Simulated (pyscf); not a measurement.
Single points on ωB97X-D3(BJ)/def2-SVP structures (PySCF, gas phase).

Question: [B=NH]• (SMILES [B]=N) + H₂ (SMILES [H][H]) → HB=NH (SMILES B=N) + H• (SMILES [H])
Surface: doublet. Broken: H–H. Formed: B–H. Give ΔE‡ and ΔE from ωB97M-D3(BJ)/def2-TZVP, relative to the separated reactants.

Answer: ΔE‡ = 17.9 kJ/mol, ΔE = -46.5 kJ/mol. Zero-point energy shifts the barrier by -1.5 kJ/mol. It is a hydrogen abstraction, with an imaginary mode of 577i cm⁻¹. One saddle was located; it need not be the lowest between these sides. The angle at the transferred H is 179°. The term symbol of open-shell B=NH was not checked; spin-orbit terms are left out.
